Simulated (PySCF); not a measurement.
# H3PO (SMILES O=[PH3]) at wB97X-V/STO-3G

What is the vertical ionisation energy of H3PO at wB97X-V/STO-3G? Input form: a Python script.

The results are computed with PySCF 2.14.0.

8 further runs of the same task are left out: 8 set aside as unsound or not needed.

## (1) The system as given

H3PO: 5 atoms, total charge 0, spin state singlet. SMILES: `O=[PH3]`. The coordinates come from a GFN2-xTB relaxation.

Bond lengths: O1–P2 1.453 Å, P2–H3 1.388 Å, P2–H4 1.387 Å, P2–H5 1.387 Å. Angles: O1–P2–H3 115.2°, O1–P2–H4 115.3°, O1–P2–H5 115.2°, H3–P2–H4 103.2°, H3–P2–H5 103.0°, H4–P2–H5 103.2°.

## (2) A single-point energy at wB97X-V/STO-3G

geometry.xyz

```xyz
5
H3OP
O     -1.381960    -0.328270     0.532950
P     -0.058510    -0.014650     0.022530
H      0.807060     0.564860     0.939400
H      0.663660    -1.098320    -0.454890
H     -0.030250     0.876380    -1.039990
```

calc.py

```python
# O=[PH3]
from pyscf import gto, dft

mol = gto.Mole()
mol.atom = 'geometry.xyz'
mol.verbose = 3
mol.spin = 0
mol.basis = 'sto-3g'
mol.max_memory = 1860
mol.build()

mf = dft.RKS(mol, xc='wb97x-v')
mf.grids.level = 5
mf.nlcgrids.level = 1
mf.conv_tol = 1e-10
mf.kernel()
if not mf.converged:
    mf = mf.newton().run(mf.mo_coeff, mf.mo_occ)

e_final = mf.e_tot
print('Final energy', e_final)
```

On the command line:

```sh
$ OMP_NUM_THREADS=1 python calc.py
```

What it wrote:

```text
converged SCF energy = -413.241428452699
Final energy -413.24142845269876
```

Run time: 14 s. Hardware: 1 thread of Arm Neoverse V2, shared host; peak memory 0.19 GiB.

## (3) The doublet cation at the same level

calc.py

```python
from pyscf import gto, dft

mol = gto.M(
    atom='''
O       -1.381960      -0.328270       0.532950
P       -0.058510      -0.014650       0.022530
H        0.807060       0.564860       0.939400
H        0.663660      -1.098320      -0.454890
H       -0.030250       0.876380      -1.039990
''',
    basis='sto-3g',
    spin=1,
    max_memory=1860,
    charge=1,
    verbose=4,
)

calc0 = dft.UKS(mol)
calc0.xc = 'wb97x-v'
calc0.conv_tol = 1e-10
calc0.grids.level = 5
calc0.nlcgrids.level = 1
calc0.kernel()
if not calc0.converged:
    calc0 = calc0.newton().run(calc0.mo_coeff, calc0.mo_occ)

energy = calc0.e_tot
print(f'total energy: {energy:.8f} hartree')
```

On the command line:

```sh
$ OMP_NUM_THREADS=1 python calc.py
```

What it wrote:

```text
PySCF version 2.14.0

[INPUT] num. atoms = 5
[INPUT] num. electrons = 25
[INPUT] charge = 1
[INPUT] spin (= nelec alpha-beta = 2S) = 1
[INPUT] symmetry False subgroup None
[INPUT] Mole.unit = angstrom
[INPUT] Symbol           X                Y                Z      unit          X                Y                Z       unit  Magmom
[INPUT]  1 O     -1.381960000000  -0.328270000000   0.532950000000 AA   -2.611525915104  -0.620340394911   1.007129538087 Bohr   0.0
[INPUT]  2 P     -0.058510000000  -0.014650000000   0.022530000000 AA   -0.110567875548  -0.027684487725   0.042575529586 Bohr   0.0
[INPUT]  3 H      0.807060000000   0.564860000000   0.939400000000 AA    1.525122366091   1.067430698722   1.775208721416 Bohr   0.0
[INPUT]  4 H      0.663660000000  -1.098320000000  -0.454890000000 AA    1.254135639829  -2.075523997132  -0.859617516803 Bohr   0.0
[INPUT]  5 H     -0.030250000000   0.876380000000  -1.039990000000 AA   -0.057164215268   1.656118181046  -1.965296272286 Bohr   0.0

nuclear repulsion = 66.9030014571881
number of shells = 11
number of NR pGTOs = 51
number of NR cGTOs = 17
basis = sto-3g
ecp = {}

******** <class 'pyscf.dft.uks.UKS'> ********
method = UKS
initial guess = minao
damping factor = 0
level_shift factor = 0
DIIS = <class 'pyscf.scf.diis.CDIIS'>
diis_start_cycle = 1
diis_space = 8
diis_damp = 0
SCF conv_tol = 1e-10
SCF conv_tol_grad = None
SCF max_cycles = 50
direct_scf = True
direct_scf_tol = 1e-13
number electrons alpha = 13  beta = 12
XC library pyscf.dft.libxc version 7.0.0
    S. Lehtola, C. Steigemann, M. J.T. Oliveira, and M. A.L. Marques.,  SoftwareX 7, 1–5 (2018)
XC functionals = wb97x-v
    N. Mardirossian and M. Head-Gordon.,  Phys. Chem. Chem. Phys. 16, 9904-9924 (2014)
radial grids:
    Treutler-Ahlrichs [JCP 102, 346 (1995); DOI:10.1063/1.469408] (M4) radial grids

becke partition: Becke, JCP 88, 2547 (1988); DOI:10.1063/1.454033
pruning grids: <function nwchem_prune>
grids dens level: 5
symmetrized grids: False
atomic radii adjust function: <function treutler_atomic_radii_adjust>
** Following is NLC and NLC Grids **
NLC functional = wb97x-v
radial grids:
    Treutler-Ahlrichs [JCP 102, 346 (1995); DOI:10.1063/1.469408] (M4) radial grids

becke partition: Becke, JCP 88, 2547 (1988); DOI:10.1063/1.454033
pruning grids: <function nwchem_prune>
grids dens level: 1
symmetrized grids: False
atomic radii adjust function: <function treutler_atomic_radii_adjust>
small_rho_cutoff = 0
Set gradient conv threshold to 1e-05
tot grids = 157192
tot grids = 19008
init E= -413.436886126357
[... the frontier-level lines of each cycle are left out ...]



cycle= 1 E= -412.837291187963  delta_E=  0.6  |g|= 0.423  |ddm|= 1.88
cycle= 2 E= -412.90454620751  delta_E= -0.0673  |g|= 0.399  |ddm|= 1.22
cycle= 3 E= -413.007447105954  delta_E= -0.103  |g|= 0.0482  |ddm|= 0.601
cycle= 4 E= -413.012455037415  delta_E= -0.00501  |g|= 0.0151  |ddm|= 0.137
cycle= 5 E= -413.013035612118  delta_E= -0.000581  |g|= 0.00514  |ddm|= 0.0514
cycle= 6 E= -413.01309762537  delta_E= -6.2e-05  |g|= 0.00156  |ddm|= 0.0182
cycle= 7 E= -413.013102582464  delta_E= -4.96e-06  |g|= 0.000464  |ddm|= 0.00591
cycle= 8 E= -413.013102895841  delta_E= -3.13e-07  |g|= 5.54e-05  |ddm|= 0.00163
cycle= 9 E= -413.013102901124  delta_E= -5.28e-09  |g|= 1.29e-05  |ddm|= 0.000203
cycle= 10 E= -413.013102901547  delta_E= -4.23e-10  |g|= 3.63e-06  |ddm|= 6.34e-05
cycle= 11 E= -413.013102901607  delta_E= -5.99e-11  |g|= 2.33e-06  |ddm|= 1.94e-05
Extra cycle  E= -413.013102901637  delta_E= -3e-11  |g|= 2.27e-06  |ddm|= 9.4e-06
converged SCF energy = -413.013102901637  <S^2> = 0.75315502  2S+1 = 2.0031525
total energy: -413.01310290 hartree
```

Wall time 17 s (1 thread of Arm Neoverse V2, shared host); peak memory 0.19 GiB.

## (4) Outcome

Level: wB97X-V/STO-3G.

| quantity | value |
| --- | --- |
| singlet H3PO: total energy | -413.24143 Eh |
| singlet H3PO: dipole moment | 2.89 D |
| singlet H3PO: HOMO energy | -5.11 eV |
| singlet H3PO: LUMO energy | 10.44 eV |
| singlet H3PO: HOMO–LUMO gap | 15.55 eV |
| doublet cation: total energy | -413.01310 Eh |
| doublet cation: HOMO energy (highest over α and β) | -16.55 eV |
| doublet cation: LUMO energy (lowest over α and β) | -7.37 eV |
| doublet cation: ⟨S²⟩ | 0.753 |
| vertical ionisation energy (to the doublet cation) | 6.213 eV |

In words: The vertical ionisation energy comes to 6.21 eV (599 kJ/mol). The negative HOMO energy of the first species, 5.11 eV, lies 1.10 eV below that difference. In a minimal basis such a difference can be off by several eV, whatever the method.
